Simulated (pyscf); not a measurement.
6 group-13 steps of one kind (four-centre exchange, closed-shell): reaction energy in eV, from the separated reactants or the lowest minimum found. PySCF, gas phase, ωB97X-D3(BJ)/def2-SVP geometries. Correlated levels are frozen-core, on RHF or UHF. ΔMP2 is the change of the MP2 total energy from the triple- to the quadruple-zeta basis. Functionals in def2-TZVP; the last column is CCSD(T)/def2-TZVPP + ΔMP2(QZVPP). Rows were drawn at random from the steps of this kind and element class whose saddle was verified and whose references are stable, among light species with clean single-reference diagnostics.

| step | PBE | r²SCAN | M06-2X | CCSD(T) |
|---|---|---|---|---|
| H₂B–CH₃ + HF → H₂B–F + CH₄ | -1.56 | -1.60 | -1.61 | -1.49 |
| H₂B–O–SiH₃ + HF → F–SiH₃ + H₂B–OH | -0.57 | -0.55 | -0.49 | -0.47 |
| H₃C–Al [singlet] + HCl → Al–Cl [singlet] + CH₄ | -2.35 | -2.41 | -2.41 | -2.32 |
| H₃Si–Cl + H₂B–Cl → Cl–BH–Cl + SiH₄ | -0.10 | -0.05 | +0.05 | 0.00 |
| B–Cl [singlet] + HF → B–F [singlet] + HCl | -1.09 | -1.15 | -1.18 | -1.08 |
| HO–B(Cl)–Cl + HF -> HO–B(F)–Cl + HCl | -0.58 | -0.64 | -0.65 | -0.57 |

Differences from the last column (eV): PBE: mean -0.05, median -0.04, mean size 0.05, lower in 6 of 6; r²SCAN: mean -0.08, median -0.08, mean size 0.08, lower in 6 of 6; M06-2X: mean -0.06, median -0.09, mean size 0.08, lower in 5 of 6. PBE is closest for row 6 (0.01 eV apart) and farthest for row 2 (0.10 eV). PBE, r²SCAN and M06-2X carry no added dispersion term. The last column is a level with limits of its own. The CCSD(T) − MP2 part came from Ansatz, without density fitting, on the same reference.
